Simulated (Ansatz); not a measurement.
The input, for Ansatz 0.2.0:

```yaml
crystal:
  periodic: [false, false, false]
  atoms:
    - {symbol: Ge, position_ang: [0.000000, 0.000000, 0.000000]}
    - {symbol: H, position_ang: [0.000000, 0.000000, 1.571873]}
basis:
  gaussian: {orbitals: def2-TZVP}
magnetization: {spin_polarized: false, initial_magnetization: 3}
correlation: {method: sc_nevpt2, electrons: outside_noble_gas, active_space: {window: {electrons: 5, orbitals: 4}, states: [{multiplicity: 4, weights: [1, 0.5, 0.5]}], root: 0}}
nroots: 3
```

```sh
$ ansatz run in.yaml --threads 1 --pin off --events-out ev --progress --plain --max-ram 2393MiB
```

**Question.** One thing in this input was set wrong on purpose, beside settings that are merely unusual. What is the gravest fault, and what does the program do?

**Answer.** Unknown input key. How the run ends: refused.
```
Error: YAML parse error: error: line 10 column 1: unknown field `nroots`, expected one of crystal, accuracy, basis, kpoints, hamiltonian, magnetization, projection, total_charge, correlation, batch, efield, external_charges, scf, relax, neb, saddle, md, ramp, phonons, dielectric, real_time, elastic, magnetic_configurations, gw, evaluate, workflow, output, checkpoint, execution
  --> <input>:10:1
   |
 8 | magnetization: {spin_polarized: false, initial_magnetization: 3}
 9 | correlation: {method: sc_nevpt2, electrons: outside_noble_gas, ac…
10 | nroots: 3
   | ^ unknown field `nroots`, expected one of crystal, accuracy, basis, kpoints, hamiltonian, magnetization, projection, total_charge, correlation, batch, efield, external_charges, scf, relax, neb, saddle, md, ramp, phonons, dielectric, real_time, elastic, magnetic_configurations, gw, evaluate, workflow, output, checkpoint, execution
```
